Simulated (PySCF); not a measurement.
Structure from NMR data

The spectra below were simulated for a compound C4H3N.

1H NMR (600 MHz, computed): δ 5.35 (m, 1H), 5.30 (m, 2H).

13C{1H} NMR (computed): δ 224.7 (C), 108.6 (C), 77.9 (CH2), 67.8 (CH).

Non-relativistic Hamiltonian, rapidly exchanging positions averaged, in vacuum, a single conformation. NMR shieldings at KT2/pcSseg-2/GIAO; J: B3LYP/pcJ-1; PBE0-D3(BJ)/def2-SVP geometry; PySCF 2.14.0 with density-fitted response routines.

Shifts are taken against calculated references (same method and geometry level): TMS for 1H, 13C.

Propose a structure and justify it.

Answers


The formula gives 4 degrees of unsaturation (no ring in the answer). 4 carbon signals for 4 carbons: no two carbons are equivalent. Carbon types of the structure: 2 × C, 1 × CH, 1 × CH2, which accounts for all hydrogens. δC 224.7: central carbon of an allene; the central sp carbon of an allene is among the most deshielded carbons of hydrocarbons. δC 108.6: nitrile carbon; this is the usual window of a C≡N carbon, which has no attached hydrogen. δC 77.9, 67.8: terminal carbon of a cumulated C=C=C unit. δH 5.35, 5.30: hydrogen on a terminal carbon of a cumulated C=C=C unit; olefinic region.

Structure: Cyanoallene.

This is the structure that produced the data.

Splittings below 1 Hz are ignored in the labels, and close J values are merged. Shifts are as computed. Against solution values, carbons near 30 ppm lie about +3 ppm off and those near 130 ppm about -1 ppm. Of 1211 compounds with measured shifts, 218 miss one by over three times the rms of a fit or turn the order of signals round; such compounds aren't used in these exercises.
